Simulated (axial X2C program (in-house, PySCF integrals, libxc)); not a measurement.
**Potential curves of SiB⁻, two-component**

Calculated with an in-house relativistic program for diatomic molecules. Two-component (2c) means X2C with spin–orbit coupling and atomic mean-field two-electron Coulomb and Gaunt terms. Basis: Si dyall-av3z [9s8p3d2f], B dyall-av3z [8s7p3d2f] (cores contracted in-house); Gaussian nuclei, density fitting, unrestricted open shells. Masses: Si 27.977 u, B 11.009 u.

State: Ω = 2 (⟨Sz⟩ = 1.00, ⟨Lz⟩ = 1.00 at TPSSh). Energies in kJ/mol from the fragments at the same level (Si- + B). Fits are polynomials in 1 − R0/R over 0.85 to 1.23 times the lowest point R0.

```json
{"R (Å)": "1.6243", "TPSSh": "-252.54", "PBE0": "-266.08"}
{"R (Å)": "1.6990", "TPSSh": "-298.36", "PBE0": "-311.10"}
{"R (Å)": "1.7550", "TPSSh": "-318.53", "PBE0": "-330.58"}
{"R (Å)": "1.8110", "TPSSh": "-329.31", "PBE0": "-340.62"}
{"R (Å)": "1.8670", "TPSSh": "-332.69", "PBE0": "-343.24"}
{"R (Å)": "1.9323", "TPSSh": "-329.47", "PBE0": "-339.09"}
{"R (Å)": "1.9977", "TPSSh": "-320.50", "PBE0": "-329.18"}
{"R (Å)": "2.0817", "TPSSh": "-303.17", "PBE0": "-310.63"}
{"R (Å)": "2.1844", "TPSSh": "-276.58", "PBE0": "-282.56"}
{"R (Å)": "2.3338", "TPSSh": "-233.48", "PBE0": "-237.40"}
```

The state is one determinant whose occupation by symmetry is held fixed; it was picked as the lowest of a PBE0 search that is not exhaustive. De is counted from the lowest determinant-based energies of the atoms at the same level, without counterpoise correction. Density functionals use the spin component along the axis (collinear). The 2c atoms are single determinants rather than J levels; their spin–orbit lowering is only partly caught, and De is too large by that part. This holds for TPSSh, PBE0. Other states lie close and PBE0, whose exact exchange favours high spin, may order them wrongly; the determinant shown need not be the ground state. The nearest other 2c determinant of the search, Ω = 1, lies 0.13 eV up at the distance of the search. The functionals have no current-density term, which raises determinants with orbital currents, atoms included. With several unpaired electrons one determinant need not be a pure state. Open-shell Ω = 0 determinants with evenly filled partner blocks cannot be reached by this program, so the Ω shown need not be the lowest component. The highest occupied level of some functionals is positive through self-interaction error; at Hartree–Fock it is bound.

Task: Fit the TPSSh curve near its minimum: give the equilibrium distance, the harmonic wavenumber and the well depth.

Result: At TPSSh, 2c: Re = 1.870 Å, ωe ≈ 802 cm⁻¹, De = 3.45 eV to Si- + B; Be follows as 0.61 cm⁻¹.

Task: What are Re, ωe and De at the PBE0 level?

Result: At PBE0, 2c: Re = 1.862 Å, ωe ≈ 818 cm⁻¹, De = 3.56 eV to Si- + B; Be follows as 0.615 cm⁻¹.
